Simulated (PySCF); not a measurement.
# Peak assignment

Structure with atom numbers: `[CH2:1]=[CH:2][C:3]([F:4])([F:5])[F:6]`. Each H is labelled by its parent atom. Ha(C1) is cis to C3; Hb(C1) is trans to C3.

Theory: PBE0/pcSseg-1 with gauge-including orbitals, couplings computed with B3LYP/pcJ-1, geometry from PBE0-D3(BJ)/def2-SVP, in PySCF (non-relativistic Hamiltonian, one averaged value for each set of equivalent atoms, no solvent, a single conformation).

Referencing at the same level of theory: TMS for $^{13}$C, $^{1}$H.

Problem. Assign these signals to the numbered atoms. $^{13}$C{$^{1}$H} NMR (computed): δ 136.1 (q, J = 38.0 Hz), 131.0 (q, J = 6.4 Hz), 127.2 (q, J = 335.8 Hz).

Solution. 
136.1 → C2, alkene CH: the olefinic region
131.0 → C1, terminal =CH2 carbon: as expected for a trigonal carbon in a double bond
127.2 → C3, CF3 carbon: 3 electronegative neighbours deshield it

Problem. Assign these signals to the numbered atoms. $^{1}$H NMR (500 MHz, computed): δ 6.23 (m, 1H), 6.00 (m, 1H), 5.90 (m, 1H).

Solution. 
6.23 → Ha(C1), hydrogen on a terminal =CH2 carbon: attached to an sp2 carbon and in the plane of the double bond
6.00 → H(C2), hydrogen on an alkene CH: a vinylic proton, deshielded by the sp2 carbon and the C=C anisotropy
5.90 → Hb(C1), hydrogen on a terminal =CH2 carbon: a vinylic proton, deshielded by the sp2 carbon and the C=C anisotropy

H(C2) and Hb(C1) lie closer than the usual error of such a calculation, so a measured spectrum could show them in the other order.

Common functionals overestimate the size of one-bond C–F couplings by tens of Hz; these are unscaled. Splittings below 1 Hz are ignored in the labels, and close J values are merged. Unscaled 3J(H,H) at this level run about 9 % above measured values. Shifts are as computed. Against solution values, carbons near 30 ppm lie about +2 ppm off and those near 130 ppm about +4 ppm. Of 246 compounds with measured shifts, 49 miss one by over three times the rms of a fit or turn the order of signals round; such compounds aren't used in these exercises.
